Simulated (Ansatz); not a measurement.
# BClH2O: the cost of one run

All numbers below are computed with Ansatz 0.2.0 (RKS r2SCAN-D4/STO-3G).

## Step 1: Starting point

Bond lengths: B1–O2 1.410 Å, O2–H3 1.010 Å, B1–Cl4 1.860 Å, B1–H5 1.190 Å. Angles: B1–O2–H3 109.5°, O2–B1–Cl4 120.0°, O2–B1–H5 120.0°, Cl4–B1–H5 120.0°.

As a file:

```xyz
5

B     0.0000    0.0000    0.0000
O     0.0000    0.0000    1.4100
H    -0.9095   -0.2814    1.7471
Cl    1.6108    0.0000   -0.9300
H    -1.0305    0.0000   -0.5950
```

## Step 2: Preparing the start

File input.yaml:

```yaml
crystal:
  periodic: [false, false, false]
  atoms:
    - { symbol: B, position_ang: [0.0, 0.0, 0.0] }
    - { symbol: O, position_ang: [0.0, 0.0, 1.41] }
    - { symbol: H, position_ang: [-0.9095, -0.2814, 1.7471] }
    - { symbol: Cl, position_ang: [1.6108, 0.0, -0.93] }
    - { symbol: H, position_ang: [-1.0305, 0.0, -0.595] }
basis:
  gaussian: { orbitals: STO-3G }
hamiltonian:
  xc: r2scan
  dispersion: d4
relax:
  f_tol: 0.02
  max_steps: 40
```

Started as:

```sh
$ ansatz run input.yaml --threads 1 --pin off --max-ram 2048MiB --backend cpu --events-out ev --progress --plain --runs-dir out
```

Q: Estimate wall time and peak memory on 1 thread of Arm Neoverse V2, shared host.

About 7.2 s, with a peak of 0.12 GiB.
